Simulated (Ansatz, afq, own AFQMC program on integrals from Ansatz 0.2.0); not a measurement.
**Where AFQMC and coupled cluster stand for BI, triplet**

```xyz
2

B    -0.0333   -1.0438    0.4128
I     1.8739   -1.4491    1.0943
```

Basis def2-TZVP with its core potentials. Noble-gas cores (and the filled d shells of Ga–Kr and In–Xe) are frozen. AFQMC by an in-house program on the Cholesky factors that Ansatz 0.2.0 writes for its CCSD(T) run. The CISD trial takes its coefficients from CCSD amplitudes. Released means that phaseless walkers are propagated on without the constraint, phases kept. Error bars are statistical, one sigma. No spin–orbit coupling.

Determinant: UHF, the one that the program's search chose, which needn't be the lowest solution. The geometry is a PBE0/def2-SVP stationary point of this or a neighbouring charge and spin state.

No full CI on the walks' own integrals is used here; CCSDT(Q) serves as the reference and is uncertain by about the last step of the cluster series.

Cautions: no spin-orbit coupling; inner d shell frozen.

- T1 diagnostic: 0.0249
- weight of the determinant in the CISD state: 0.882
- ⟨S²⟩ of the determinant: 2.010
- size of the correlated space: 10 electrons in 71 orbitals

Reference: CCSDT(Q), correlation energy -5.842 eV. The released energy is read at 2.40 1/Eh (meV from the phaseless value at times in 1/Eh: -2 ± 4 at 0.24, -4 ± 4 at 0.51, 0 ± 4 at 0.99, 0 ± 4 at 1.62, -4 ± 4 at 2.40).

| level | E − E(reference) (kJ/mol) | share of correlation (%) |
| --- | --- | --- |
| HF | 563.7 | 0.00 |
| MP2 | 90.9 | 83.88 |
| CCSD | 30.4 | 94.61 |
| CCSD(T) | 4.5 | 99.20 |
| CCSDT | 1.4 | 99.75 |
| ph-AFQMC/CISD | 0.6 ± 0.5 | 99.90 |
| released AFQMC | 0.2 ± 0.4 | 99.96 |

A walk keeps the symmetry of its determinant, which the program's search chose and which needn't be the lowest solution, so a lower state of the same spin and another symmetry isn't excluded. Released energies are given only where the last usable release times agree within the noise; a slower fall can still hide under it.
